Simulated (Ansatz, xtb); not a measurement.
A geometry optimisation of CHClSi− with r2SCAN-D4/def2-SVPD

The starting geometry of this gas-phase doublet has its atoms placed at random.

```csv
atom,x (Å),y (Å),z (Å)
C,0.1767,-0.4202,-1.2026
Cl,1.4996,-0.7379,-0.3253
Si,-1.2700,0.4080,-0.9021
H,-0.4339,1.5618,0.0381
```

Question: One run relaxed it with r2SCAN-D4/def2-SVPD. What is a likely outcome?

Answer: It ends as `[H]/[Si-]=[C]\Cl`.

The energy falls by 0.57 eV over 8 steps:

```
step  E − E(last) (eV)
   1             0.566
   2             0.141
   3             0.038
   4             0.015
   5             0.006
   6             0.004
   7             0.000
   8             0.000
```

Final geometry (Å):

```xyz
4

C     0.1263   -0.4990   -1.0292
Cl    1.7361   -0.8570   -0.4323
Si   -1.2516    0.5845   -0.9842
H    -0.6384    1.5832    0.0539
```

From the same start GFN2-xTB ends elsewhere, differing in C1–Cl2 (3.56 against 1.75 Å here), Cl2–Si3 (2.45 against 3.36 Å here).

From so rough a start the end depends on the optimiser's path, so another program may land elsewhere. No frequencies were run, so the end isn't proven a minimum. Open shells are spin-unrestricted. Run with Ansatz 0.2.0, 110 s on 1 thread of AMD EPYC (Zen 3) (shared host).
